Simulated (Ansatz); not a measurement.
Predict the output of the script below (Ansatz 0.2.0 through its Python package).

`ch4alcl.xyz`
```text
7

C    -0.69660    0.50280   -0.29090
Al    0.85630   -0.51590    0.20920
Cl    0.66410   -2.07900    1.74610
H    -0.48190    1.63350   -0.10830
H    -1.61510    0.20200    0.27600
H    -0.95540    0.41710   -1.38340
H     2.28970   -0.22850   -0.49450
```

The script, `scan.py`:
```python
"""Potential curve of CH4AlCl along one bond."""

import ansatz as az
import numpy as np

mol = az.Crystal.molecule_from_extxyz("ch4alcl.xyz")

symbols = [site.symbol for site in mol.cartesian_sites]
start = np.array([site.position_ang for site in mol.cartesian_sites])
axis = (start[2] - start[1]) / np.linalg.norm(start[2] - start[1])
moving = [2]
lengths, energies = [1.87, 2.02, 2.2, 2.42, 2.75, 3.3, 3.96, 4.84], []
for length in lengths:
    xyz = start.copy()
    xyz[moving] += (length - np.linalg.norm(start[2] - start[1])) * axis
    point = az.Crystal.molecule()
    for symbol, place in zip(symbols, xyz):
        point = point.atom(symbol, place.tolist())
    setup = point.calculation()
    setup = setup.basis(gaussian="def2-SVP").functional("r2scan")
    report = setup.run(threads=1, pin="off").report
    energies.append(report["free_energy_ev"])
    print(f"r = {length:6.3f} A  E = {energies[-1]:.5f} eV  <S^2> = {abs(report['mean_field']['state']['spin_squared']):.3f}")

print("energy above the lowest point (eV):", [round(e - min(energies), 3) for e in energies])
```

```console
$ python scan.py
r =  1.870 A  E = -20213.93863 eV  <S^2> = 0.000
r =  2.020 A  E = -20214.55187 eV  <S^2> = 0.000
r =  2.200 A  E = -20214.57826 eV  <S^2> = 0.000
r =  2.420 A  E = -20214.12168 eV  <S^2> = 0.000
r =  2.750 A  E = -20213.13419 eV  <S^2> = 0.000
r =  3.300 A  E = -20211.62150 eV  <S^2> = 0.000
r =  3.960 A  E = -20210.40008 eV  <S^2> = 0.000
r =  4.840 A  E = -20209.56340 eV  <S^2> = 0.000
energy above the lowest point (eV): [0.64, 0.026, 0.0, 0.457, 1.444, 2.957, 4.178, 5.015]
```

Notes:
- Total energies depend on the basis set; only differences at equal settings carry meaning.
- The rest of the molecule is held rigid at a force-field or estimated start geometry, and the basis set is modest; single-reference methods fail as a bond breaks.
- The orbitals are restricted, so S² is zero by construction.
- Toward dissociation an unrestricted state can lie under the restricted one, by tenths of an eV for polar bonds under a functional and by 1 to 2 eV or more for others.
- Finished in 13 s on 1 thread of Intel(R) Xeon(R) Processor @ 2.30GHz, on a shared host, peak memory 0.23 GiB.
